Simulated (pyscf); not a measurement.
Optimised with ωB97X-D3(BJ)/def2-SVP in PySCF.

Problem. `[OH][Ga]([PH2])[PH2]` + `[H][H]` -> `[PH2][GaH][PH2]` + `[OH2]`
Surface: singlet. Broken: Ga–O, H–H. Formed: Ga–H, H–O. Give ΔE‡ and ΔE from ωB97M-D3(BJ)/def2-TZVP, relative to the separated reactants.

Solution. ΔE‡ = 24.0 kcal/mol, ΔE = +10.8 kcal/mol. Zero-point energy shifts the barrier by +2.3 kcal/mol. It is a four-centre exchange, with an imaginary mode of 1305i cm⁻¹. On the product side the descent ends in an adduct with a Ga–O contact, 14.8 kcal/mol under the separated species and 26.7 kcal/mol under the saddle at ωB97X-D3(BJ)/def2-TZVP. What is counted as broken (Ga–O) persists as a longer contact in the product adduct; parting that adduct is a step of its own. At the saddle there is also a short Ga–H contact that neither side keeps. One saddle was located; it need not be the lowest between these sides. Elements up to Kr have no core potential and no relativistic terms here.
